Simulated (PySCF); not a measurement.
## Vertical excitation energies

C2H3P.
SMILES: `CC#P`

Computed, not measured: TDDFT CAM-B3LYP/def2-SVPD, vertical, gas phase, core orbitals frozen in the response in PySCF. Geometry: GFN2-xTB; no solvent, vibrations or thermal averaging.

```tsv
state	E (eV)	ν̃ (cm⁻¹)	f	|μ| (D)	symmetry	main configurations (H = HOMO, L = LUMO)
S1	4.27	34460	0.0000	0.00	–	H-1/H→L/L+1 (99%)
S2	4.63	37350	0.0003	0.13	–	H-1/H→L/L+1 (98%)
S3	4.63	37350	0.0003	0.13	–	H-1/H→L/L+1 (99%)
S4	6.92	55850	0.024	0.95	E	H-1/H→L+2 (≥92%)
S5	6.92	55850	0.024	0.95	E	H-1/H→L+2 (≥92%)
S6	7.51	60580	0.028	0.99	E	H-2→L/L+1 (≥92%)
S7	7.51	60580	0.028	0.99	E	H-2→L/L+1 (≥92%)
S8	7.62	61490	0.896	5.57	A1	H-1/H→L/L+1 (≥91%)
```

Triplets (Tamm–Dancoff): T1 3.29 eV, H-1/H→L/L+1 (≥97%); T2 3.71 eV, H-1/H→L/L+1 (≥86%); T3 3.71 eV, H-1/H→L/L+1 (≥86%).

The lowest singlet comes at 290 nm (412 kJ/mol) in the ultraviolet; it is dark (f under 0.0005); its leading configuration is HOMO-1/HOMO→LUMO/LUMO+1 (99%). The most intense listed level is S8 at 7.62 eV (163 nm, f = 0.896), 3.35 eV above S1. It is the last of those listed, so stronger ones may follow. S2/S3, S4/S5 and S6/S7 lie within about 0.01 eV of each other in each set; the point group C3v has degenerate representations, and within a degenerate level the listed configurations can mix freely. Löwdin shares by element: HOMO (one of a set within 0.03 eV) carbon 53%, phosphorus 42%; LUMO (one of a set within 0.03 eV) phosphorus 53%, carbon 40%, hydrogen 4% or more. The listed states span 3.35 eV, and the widest gap between neighbours is 2.29 eV (S3 to S4). Of the 8 states listed, 5 reach f = 0.01 and 3 stay under 0.0005. Weighted by f, the mean energy of these states is 7.58 eV. Symmetry labels in C3v follow from the direction of the transition dipole and are given only for states with f of 0.002 or more. Orbitals of the list HOMO-3 to LUMO+2 that lie within 0.01 eV of each other are written together with a slash and their weights summed (≥ marks a lower bound); for degenerate orbitals outside that list single weights are arbitrary. The window holds the lowest 8 singlets.

Hardware: one thread, x86-64 server, shared host. Cost: 3.7 s wall (with the writing of density and orbital grids).
